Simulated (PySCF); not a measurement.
Electric field gradients and quadrupole coupling constants

Compound: C3H8O2.
Z-matrix (Å and degrees, PBE0-D3(BJ)/def2-TZVP geometry), rows numbered from 1:
```
C 
O   1  1.4086
C   2  1.3918  1  113.09
O   3  1.3911  2  113.86  1   -67.07
C   4  1.4086  3  113.22  2   -67.22
H   1  1.0980  2  110.95  3   -59.30
H   1  1.0896  2  107.21  3  -178.22
H   1  1.0944  2  111.69  3    62.04
H   3  1.0974  2  105.46  1   171.16
H   3  1.0974  2  110.84  1    51.56
H   5  1.0980  4  110.95  3   -56.93
H   5  1.0945  4  111.75  3    64.34
H   5  1.0895  4  107.15  3  -175.91
```

Field gradients from the PBE0/pcSseg-2 density (PySCF, non-relativistic), principal values in atomic units, ordered |Vxx| ≤ |Vyy| ≤ |Vzz|:

```csv
atom,Vxx,Vyy,Vzz
O2,-0.0778,-1.7992,1.8771
O4,-0.0827,-1.7954,1.8781
```

Q: Find the asymmetry η = (Vxx − Vyy)/Vzz and the couplings χ = eQV/h (234.96 MHz × Q in barn × V in au), with Q(17O) = −0.0256 b.

A: 
| atom | environment | nucleus | η | χzz (MHz) | χxx (MHz) | χyy (MHz) |
| --- | --- | --- | --- | --- | --- | --- |
| O2 | ether oxygen | 17O | 0.92 | -11.29 | 0.47 | 10.82 |
| O4 | ether oxygen | 17O | 0.91 | -11.30 | 0.50 | 10.80 |

At O2 and O4 η is above 0.9: Vyy and Vzz are nearly equal in size and opposite in sign, so a small change could swap them and flip the sign of χzz. 

Q: What is Vzz at O4 in SI units (1 au = 9.71736 × 10²¹ V/m²)?

A: 1.8781 au = 18.250 × 10²¹ V/m².

Q: And the gradient at the other heavy atoms, for which no coupling is worked out here?

A: 
| atom | environment | Vzz (au) | η |
| --- | --- | --- | --- |
| C1 | methoxy carbon | 0.390 | 0.09 |
| C3 | sp3 carbon bearing two oxygens | -0.376 | 0.75 |
| C5 | methoxy carbon | 0.391 | 0.09 |

Q: What couplings would deuterons (Q(2H) = 0.00286 b) have in place of the hydrogens, at this geometry?

A: 
```tsv
atom	bonded to	bond length (Å)	Vzz (au)	η	χzz (kHz)
H6	C1	1.098	0.2701	0.09	182
H7	C1	1.090	0.2833	0.08	190
H8	C1	1.094	0.2734	0.08	184
H9	C3	1.097	0.2633	0.04	177
H10	C3	1.097	0.2634	0.04	177
H11	C5	1.098	0.2701	0.09	181
H12	C5	1.094	0.2735	0.08	184
H13	C5	1.089	0.2834	0.08	190
```

One conformer (not necessarily the lowest) at the PBE0-D3(BJ)/def2-TZVP geometry, without solvent, vibrations or thermal averaging.
